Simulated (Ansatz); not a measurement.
**LiMgH (triplet): wave-function methods side by side at scale of all distances = 0.868, cc-pVTZ**

An exercise on one series of results from a longer session: the logs are not shown, and one member is left open.

Method: cc-pVTZ, core rule «outside noble gas», up to 6 orbitals frozen; program: Ansatz 0.2.0, Gaussian basis.

The runs, in order: UHF; CCSD(T) on ROHF; CCSD(T) on UHF; BCCD(T) on ROHF; CCSDT(Q) on ROHF; CCSDT(Q) on UHF; Full CI.

28 further runs of the same task are left out: 16 for a known fault of the program, 10 that didn't finish, 2 set aside as unsound or not needed. Runs told in other sessions of the task aren't counted.

### What is computed

The geometry derives from a PBE0/def2-TZVP stationary point (not a proven minimum). All distances are scaled together.

3 atoms, charge 0, spin multiplicity 3.

Atoms are counted from 1 here; the program's logs count them from 0.

Bond lengths: Li1–Mg2 2.471 Å, Li1–H3 1.553 Å, Mg2–H3 1.572 Å. Angles: Mg2–Li1–H3 38.0°, Li1–Mg2–H3 37.5°, Li1–H3–Mg2 104.5°.

The first run:

Contents of in.yaml:

```yaml
crystal:
  periodic: [false, false, false]
  atoms:
    - {symbol: Li, position_ang: [0.000000, -0.119174, 1.897132]}
    - {symbol: Mg, position_ang: [0.000000, -0.003039, -0.571629]}
    - {symbol: H, position_ang: [0.000000, 0.893959, 0.719729]}
basis:
  gaussian: {orbitals: cc-pVTZ}
magnetization: {spin_polarized: true, initial_magnetization: 2}
hamiltonian: {xc: hf}
output: {orbitals: {seedname: orbitals}}
```

Command:

```bash
$ ansatz run in.yaml --threads 1 --pin off --events-out ev --progress --plain --max-ram 2393MiB
```

Among the steps run: UHF; CCSD(T) on ROHF; CCSD(T) on UHF; BCCD(T) on ROHF; CCSDT(Q) on ROHF; CCSDT(Q) on UHF; Full CI.

One table of the session follows, with a row left open; its other results are not shown here.

```
   method  from FCI (kcal/mol)
     ROHF               +31.01
      UHF               +30.79
     RMP2                +7.78
     UMP2                +7.70
    RCCSD                +0.74
    UCCSD                +0.72
 RCCSD(T)                +0.21
 UCCSD(T)                +0.19
  BCCD(T)                    ?
   RCCSDT                +0.01
   UCCSDT                -0.01
RCCSDT(Q)                 0.00
UCCSDT(Q)                -0.02
      FCI                    0
```

Q: Estimate the row for BCCD(T) from the others.

The run gave: from FCI (kcal/mol): +0.20. In the column «from FCI (kcal/mol)» it lies between UCCSD(T) (+0.19) and RCCSD(T) (+0.21).

Limits of these values: Levels on UHF freeze UHF's core orbitals, full CI those of ROHF, so the U rows can settle a little off it for that reason alone. Restricted and unrestricted rows rest on different reference determinants; a gap between their highest levels can come from leftover correlation error, from unlike frozen cores or from another state.
